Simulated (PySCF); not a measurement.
Compound: BH2Me, CH5B.
Structure used (PBE0-D3(BJ)/def2-SVP), in Å, numbered top down from 1:
```
atom  x, y, z in Å
B1     0.4333    0.7652    0.0126
H2     1.6454    0.7757   -0.0061
H3    -0.1473    1.8241   -0.0910
C4    -0.3437   -0.5778    0.0741
H5    -0.3818   -0.8850   -0.9945
H6    -1.3875   -0.5094    0.4115
H7     0.1817   -1.3928    0.5935
```

The calculation used PySCF 2.14.0, density-fitted response routines, TDDFT CAM-B3LYP/def2-SVPD, vertical, gas phase, core orbitals frozen in the response.

Frontier orbitals with the atoms that hold most of them (Löwdin shares over 4%, at most four atoms; ? is withheld):

| orbital | ε (eV) | atoms |
| --- | --- | --- |
| LUMO+2 | 2.15 | C4 29%, B1 21%, H6 11%, H7 11% |
| LUMO+1 | 1.25 | B1 63%, C4 14%, H5 6%, H7 5% |
| LUMO | -0.09 | ? |
| HOMO | -10.45 | B1 37%, H3 20%, H2 19%, C4 14% |
| HOMO-1 | -10.96 | ? |
| HOMO-2 | -12.75 | C4 48%, H5 23%, H7 11%, B1 9% |
| HOMO-3 | -13.23 | C4 41%, H6 17%, H7 15%, B1 14% |

(1) Give the leading atoms of the HOMO-1.

(2) Give the leading atoms of the LUMO.

(3) How does S1 compare with the orbital gap of 10.36 eV?

(4) Give energy, strength and leading configuration of S1, S2 and S3, and follow the Löwdin shares of the leading atoms from the occupied to the empty orbital.

Results:

(1) C4 (bonded to B and 3 H) 37%; B1 (bonded to C and 2 H) 36%; H2 (bonded to B) 8%; H3 (bonded to B) 7%. By element: carbon 37%, boron 36%, hydrogen 15% or more.

(2) B1 (bonded to C and 2 H) 56%; C4 (bonded to B and 3 H) 14%; H3 (bonded to B) 11%; H2 (bonded to B) 11%. By element: boron 56%, hydrogen 22% or more, carbon 14%.

(3) S1 is at 5.83 eV (f = 0.0002), 4.53 eV below the gap, made of HOMO→LUMO (98%). Without the coupling terms of the response equations the lowest excitation would equal the gap.

(4) 
- S1 (5.83 eV, f 0.0002), HOMO→LUMO (98%): B1 37% → 56%, H3 20% → 11%, C4 14% → 14%
- S2 (6.28 eV, f 0.0019), HOMO-1→LUMO (98%): C4 37% → 14%, B1 36% → 56%
- S3 (8.65 eV, f 0.019), HOMO→LUMO+1 (97%): B1 37% → 63%, H3 20% → at most 6%, C4 14% → 14%

Löwdin shares depend on the basis, the more so with diffuse functions.
